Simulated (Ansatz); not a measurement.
## CaIr3: from a trial structure to a relaxed crystal

All numbers below come from DFT PBE, scalar-relativistic, plane waves, PAW (Ansatz 0.2.0). Cutoff 420 eV, Γ-centred k mesh, Gaussian smearing, no spin polarisation in the final step.

The start puts CaIr3 on the Ni3Sn (D0_19) structure type (P6_3/mmc, No. 194), with Ca in place of Sn, Ir in place of Ni, at a guessed volume.

```yaml
crystal:
  lattice:
    - [5.84601, 0.00000, 0.00000]
    - [-2.92301, 5.06280, 0.00000]
    - [0.00000, 0.00000, 4.69233]
  atoms:
    - { symbol: Ca, position: [0.33333, 0.66667, 0.25000] }
    - { symbol: Ca, position: [0.66667, 0.33333, 0.75000] }
    - { symbol: Ir, position: [0.83300, 0.66600, 0.25000] }
    - { symbol: Ir, position: [0.16700, 0.83300, 0.75000] }
    - { symbol: Ir, position: [0.33400, 0.16700, 0.25000] }
    - { symbol: Ir, position: [0.16700, 0.33400, 0.75000] }
    - { symbol: Ir, position: [0.83300, 0.16700, 0.25000] }
    - { symbol: Ir, position: [0.66600, 0.83300, 0.75000] }
```

Cell and atoms relax at zero pressure; the relaxation can't lower the symmetry of the start. After a coarse first stage the cell is made exact in the group found at 0.06 Å.

Energies over the elements count from the elements' standard structures at the same level, with no empirical corrections.

Q: Describe the relaxed structure.

A: It keeps P6_3/mmc (No. 194). The result has the Ni3Sn (D0_19) structure. Conventional cell: a = 5.752 Å, c = 4.629 Å. Around Ca lie 12 Ir at 2.88–2.90 Å; around Ir lie 6 Ir at 2.74–2.80 Å, 4 Ca at 2.88–2.90 Å and 2 Ir at 3.01 Å.

```
Ca Ir
1.0
     5.75206    0.00000    0.00000
    -2.87603    4.98143    0.00000
     0.00000    0.00000    4.62870
Ca Ir
2 6
Direct
  0.33333 0.66667 0.25000
  0.66667 0.33333 0.75000
  0.84125 0.68250 0.25000
  0.15875 0.84125 0.75000
  0.31750 0.15875 0.25000
  0.15875 0.31750 0.75000
  0.84125 0.15875 0.25000
  0.68250 0.84125 0.75000
```

Q: What are its volume, energy, density and gap?

A: The volume per atom is 16.58 Å³. The density is 15.44 g/cm³ and the energy over the elements is 0.17 eV/atom. The gap on the 12×12×8 mesh is 0 eV (a metal).

The final run used a 12×12×8 mesh on its 8-atom cell and 0.10 eV smearing. The k mesh leaves about 4 meV/atom of noise in metals. Spin–orbit coupling is left out. A structure relaxed within its symmetry needn't be a true minimum.

Cost: 4 runs of about 7.2 core-minutes in all, on Arm Neoverse V1 (shared hosts).